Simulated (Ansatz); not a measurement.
`B[SiH2]O` → `[BH2]`• + `O[SiH2]`• at 600 K and 1 bar (homolysis of the B–Si bond).

Gas-phase electronic energies from Ansatz, PBE0-D4/def2-TZVP geometries. CCSD(T)/CBS is the MP2 limit (def2-TZVPP, def2-QZVPP) plus CCSD(T) − MP2 in def2-TZVPP, frozen cores. This one scheme is used for every species. Open shells (•) are unrestricted, without spin–orbit coupling. One conformer a species, not always the lowest.

```
   species  CCSD(T)/CBS energy (Eh)  H − E (kJ/mol)  S (J/(mol·K))
`B[SiH2]O`               -392.05150           181.6          373.2
  `[BH2]`•                -25.87431            59.1          219.9
`O[SiH2]`•               -366.03356           107.5          302.9
```

H − E and S are ideal-gas, rigid-rotor, harmonic terms from PBE0-D4/def2-TZVP, for one conformer and one mirror image of each species, with the whole ground term of open shells counted as degenerate. 1 Eh = 2625.50 kJ/mol, R = 8.31446 J/(mol·K).

Q: By hand: ΔE, ΔH, ΔS and ΔG.

A: ΔE = (-25.87431) + (-366.03356) − (-392.05150) = 0.14363 Eh = 377.1 kJ/mol. Δ(H − E) = 59.1 + 107.5 − 181.6 = -15.0, so ΔH = 362.1 kJ/mol. ΔS = 219.9 + 302.9 − 373.2 = 149.6 J/(mol·K). ΔG = 362.1 − 600 × (149.6)/1000 = 272.3 kJ/mol.

Q: By hand: the equilibrium constant, and the temperature at which ΔG would vanish if ΔH and ΔS stayed fixed.

A: log₁₀ K = −ΔG/(RT ln 10) = -23.7. ΔG = 0 at ΔH/ΔS = 2420 K.

The number of gas molecules changes by +1, which sets the sign of ΔS. A doubt of 5 kJ/mol in ΔE shifts log₁₀ K by 0.4 here. Other conformers and mirror images would add mixing entropy, several J/(mol·K) or more a flexible species. These are equilibria of isolated gas molecules and say nothing of rates. Largest T1 diagnostic: 0.015 (customary marks: 0.02 for closed shells, 0.045 for open ones).
